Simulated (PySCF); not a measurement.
System: HCl₂ (anion, charge -1), singlet: collinear Cl-H-Cl surface. Scanned: Cl-H distance and H-Cl distance.

Cartesian coordinates as functions of the variables (Å; names that start with a are angles):
```
Cl  0  0  -r1
H  0  0  0
Cl  0  0  r2
```

Method: RHF/aug-cc-pVDZ run with PySCF 2.14.0.

Energy in eV above the lowest grid point; x is the Cl-H distance (Å), y the H-Cl distance (Å).

```
y \ x   1.10   1.20   1.30   1.40   1.52   1.65   1.79   1.95   2.15   2.41   2.73   3.19   3.77
-----  -----  -----  -----  -----  -----  -----  -----  -----  -----  -----  -----  -----  -----
3.77   1.238  0.565  0.432  0.615  1.065  1.688  2.408  3.212  4.123  5.117  6.054  6.950  7.591
3.19   1.139  0.456  0.310  0.479  0.911  1.511  2.204  2.972  3.834  4.755  5.600  6.392  6.950
2.73   1.048  0.344  0.175  0.318  0.716  1.274  1.917  2.622  3.400  4.212  4.937  5.600  6.054
2.41   1.015  0.278  0.074  0.179  0.526  1.026  1.601  2.228  2.908  3.603  4.212  4.755  5.117
2.15   1.067  0.278  0.018  0.064  0.338  0.756  1.242  1.770  2.337  2.908  3.400  3.834  4.123
1.95   1.230  0.366  0.030  0.001  0.184  0.504  0.890  1.314  1.770  2.228  2.622  2.972  3.212
1.79   1.515  0.552  0.122  0.000  0.076  0.289  0.570  0.890  1.242  1.601  1.917  2.204  2.408
1.65   1.959  0.867  0.314  0.078  0.028  0.120  0.289  0.504  0.756  1.026  1.274  1.511  1.688
1.52   2.630  1.366  0.655  0.276  0.075  0.028  0.076  0.184  0.338  0.526  0.716  0.911  1.065
1.40   3.588  2.105  1.199  0.650  0.276  0.078  0.000  0.001  0.064  0.179  0.318  0.479  0.615
1.30   4.757  3.035  1.923  1.199  0.655  0.314  0.122  0.030  0.018  0.074  0.175  0.310  0.432
1.20   6.419  4.398  3.035  2.105  1.366  0.867  0.552  0.366  0.278  0.278  0.344  0.456  0.565
1.10   8.803  6.419  4.757  3.588  2.630  1.959  1.515  1.230  1.067  1.015  1.048  1.139  1.238
```

Points that lie below all their neighbours on the grid: x = 1.79, y = 1.40 (0.000 eV); x = 1.40, y = 1.79 (0.000 eV). The lowest path on the grid from the first to the second passes x = 1.52, y = 1.65 at 0.028 eV.
